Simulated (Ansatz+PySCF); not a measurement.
Values are calculated unless marked as measured or tabulated.
Input for Ansatz (development build ahead of 0.2.0):

```yaml
crystal:
  periodic: [false, false, false]
  atoms:
    - { symbol: C, position_ang: [0.0, 0.0, 0.03424] }
    - { symbol: "N", position_ang: [0.0, 0.0, -1.25337] }
    - { symbol: H, position_ang: [0.0, 0.93553, 0.60957] }
    - { symbol: H, position_ang: [0.0, -0.93553, 0.60957] }
basis:
  gaussian: { orbitals: cc-pVTZ }
magnetization:
  initial_magnetization: 1
hamiltonian:
  xc: hf
correlation:
  method: mp2
  frozen_orbitals: { C: 1, H: 0, "N": 1 }
output:
  forces: true
```

The input is written out in the form of the current development build from the run's settings. Correlation on restricted open-shell orbitals is semicanonical, with singles.

Results

```json
{
 "Converged": "yes",
 "Reference energy": "-93.45119 hartree",
 "Correlation energy": "-0.33219 hartree",
 "Total energy": "-93.78339 hartree",
 "Spin squared of the determinant": "0.750",
 "Stability test": "minimum among restricted orbitals",
 "Occupied orbitals by symmetry in an Abelian subgroup (alpha; beta)": "5 A1 1 B1 2 B2; 5 A1 1 B1 1 B2"
}
```

Forces (eV/Å):
```json
{"atom": "C1", "Fx": "0.000", "Fy": "0.000", "Fz": "-1.852"}
{"atom": "N2", "Fx": "0.000", "Fy": "0.000", "Fz": "2.449"}
{"atom": "H3", "Fx": "0.000", "Fy": "-0.175", "Fz": "-0.298"}
{"atom": "H4", "Fx": "0.000", "Fy": "0.175", "Fz": "-0.298"}
```

Caution: forces differ strongly between restricted and unrestricted references.
